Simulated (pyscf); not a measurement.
difluorocarbene (F–C:–F) [singlet] + methane (CH₄) → H₃C–CH(F)–F, an insertion (singlet surface; C–H broken, C–C, C–H formed). Structures and frequencies: ωB97X-D3(BJ)/def2-SVP in PySCF. MP2 and CC: frozen core, UHF for open shells. ΔMP2 is the change of the MP2 total energy from the triple- to the quadruple-zeta basis. Energies in kcal/mol from the separated reactants.

Small-basis levels: PySCF, no dispersion term, spherical d functions. AM1 to PM7: differences of heats of formation from MOPAC. GFN2-xTB: tblite. 

```csv
level,barrier,reaction energy
HF/STO-3G,74.6,-55.2
HF/3-21G,…,-57.6
MP2/6-31G*,43.0,-63.0
SVWN5/6-31G*,17.4,-73.5
PBE/6-31G*,28.8,-61.1
B3LYP/3-21G,34.3,-61.8
B3LYP/6-311+G**,35.5,-59.3
GFN2-xTB,3.7,-81.0
AM1,39.9,-39.5
PM3,33.1,-48.5
PM6,43.0,-40.2
PM7,52.3,-27.4
CCSD(T)/def2-TZVPP + ΔMP2(QZVPP),…,-59.6
```

**Question.** What belongs in the gaps?

**Answer.** 
- HF/3-21G, barrier: 58.6
- CCSD(T)/def2-TZVPP + ΔMP2(QZVPP), barrier: 36.8

Against the last row the barrier runs from -33.1 (GFN2-xTB) to +37.9 kcal/mol (HF/STO-3G); B3LYP/6-311+G** happens to lie closest here (1.2 kcal/mol apart). CCSD(T)/def2-TZVPP + ΔMP2(QZVPP) has limits of its own. This is the saddle that the search found; another between the same sides may lie lower. The CCSD(T) − MP2 part came from Ansatz, without density fitting, on the same reference.
